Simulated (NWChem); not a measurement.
System: N cation, triplet

Here is an NWChem input.

```
start job
memory heap 200 mb stack 900 mb global 1100 mb
charge 1
geometry units angstroms noautoz
  N      0.000000     0.000000     0.000000
end
basis spherical
  N library 6-31g*
end
dft
  odft
  mult 3
  xc r2scan0
  iterations 150
  mulliken
end
task dft energy
```

The open p shell is one determinant without spherical averaging. No stability test was run on the SCF state.

What results follow from this input? (r2SCAN0/6-31G* (spherical d), spin-unrestricted.) Quantities: energy (Ha); highest occupied level (eV); lowest empty minus highest occupied level, either spin (eV); <S²>.


```json
{
 "energy (Ha)": "-54.02",
 "highest occupied level (eV)": "-24.91",
 "lowest empty minus highest occupied level, either spin (eV)": "5.98",
 "<S²>": "2.00"
}
```
